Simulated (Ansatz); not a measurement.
in.yaml

```yaml
crystal:
  periodic: [false, false, false]
  atoms:
    - {symbol: Ge, position_ang: [0.000000, 0.000000, 0.000000]}
    - {symbol: C, position_ang: [0.000000, 0.000000, 1.910400]}
basis:
  gaussian: {orbitals: cc-pVDZ}
total_charge: 1
magnetization: {spin_polarized: false, initial_magnetization: 3}
correlation: {method: ccsd_t, electrons: outside_noble_gas}
```

```sh
$ ansatz run in.yaml --threads 1 --pin off --events-out ev --progress --plain --max-ram 2393MiB
```

Roughly how long does this take on 1 thread of Arm Neoverse V1, shared host, and how much host memory?

2 s wall and 0.09 GiB.

```
462 factors; integrals over basis functions are off by at most 7.2e-4 eV
mean field evaluation 1: about -57489.1089 eV, gradient 1.6e1 eV
mean field evaluation 2: about -57489.1115 eV, gradient 1.6e1 eV
mean field evaluation 4: about -57491.0594 eV, gradient 3.0e0 eV
mean field evaluation 8: about -57491.6096 eV, gradient 3.4e-1 eV
mean field evaluation 16: about -57487.5396 eV, gradient 2.1e1 eV
mean field evaluation 32: about -57488.1646 eV, gradient 3.7e-1 eV
mean field evaluation 64: about -57486.8039 eV, gradient 9.8e-1 eV
mean field evaluation 96: about -57488.0821 eV, gradient 1.1e0 eV
mean field -57491.61105059 eV, -2112.7777368955 hartree, gradient 1.2e-6 eV, S^2 3.750000; 1 other end points of the search recorded, 0 dependent functions left out
determinant -57491.61105059 eV, -2112.7777368955 hartree, with singles and doubles -57495.50676464 eV, -2112.9209017463 hartree
determinant -57488.15729906 eV, -2112.6508138680 hartree, with singles and doubles -57491.89493014 eV, -2112.7881692765 hartree
15 core orbitals not correlated: weight in the atoms' cores, before any rotation towards them, 0.999 or more for the frozen orbitals, at most 0.001 for the correlated occupied ones
reference -57491.61105059 eV, -2112.7777368955 hartree; 5, 2 occupied and 21, 24 virtual orbitals, 462 factors
second order -2.97322354 eV of doubles, -0.02642866 eV of singles
cycle   1  -3.89522710 eV  change    4.9e-4 eV  update   1.4e-3
cycle   2  -3.89530850 eV  change   -8.1e-5 eV  update   8.8e-4
cycle   3  -3.89555115 eV  change   -2.4e-4 eV  update   3.4e-4
cycle   4  -3.89590200 eV  change   -3.5e-4 eV  update   2.0e-4
cycle   5  -3.89635379 eV  change   -4.5e-4 eV  update   1.0e-4
cycle   6  -3.89648174 eV  change   -1.3e-4 eV  update   3.5e-5
cycle   7  -3.89647730 eV  change    4.4e-6 eV  update   1.1e-5
cycle   8  -3.89647211 eV  change    5.2e-6 eV  update   3.4e-6
perturbative correction -0.15858123 eV, -0.0058277527 hartree
Total energy: -57495.66610393 eV, -2112.9267573573 hartree
```

For the same geometry and basis full CI lies 61.2 meV lower.
